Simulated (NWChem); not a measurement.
Molecule: dimethylamine (C2H7N); SMILES CNC

Program: NWChem. Pople sets run with spherical d functions. The geometry was optimised at B3LYP/6-31G* (spherical d). Level: PBE0/6-31G* with SMD (1 M gas to 1 M solution), gas-phase geometry.

| solvent | dielectric constant | solvation free energy (kcal/mol) | cavity-dispersion-structure term (kcal/mol) | dipole in solution (D) |
|---|---|---|---|---|
| water | 78.4 | -3.6 | 0.2 | 1.38 |
| ethyl acetate | 5.99 | -3.2 | 0.0 | 1.32 |
| N,N-dimethylformamide | 37.2 | -3.0 | 0.7 | 1.37 |
| 1,4-dioxane | 2.21 | … | 0.6 | … |

Question: Fill in the missing entries.

Answer: 
- 1,4-dioxane, solvation free energy (kcal/mol): -1.4
- 1,4-dioxane, dipole in solution (D): 1.22
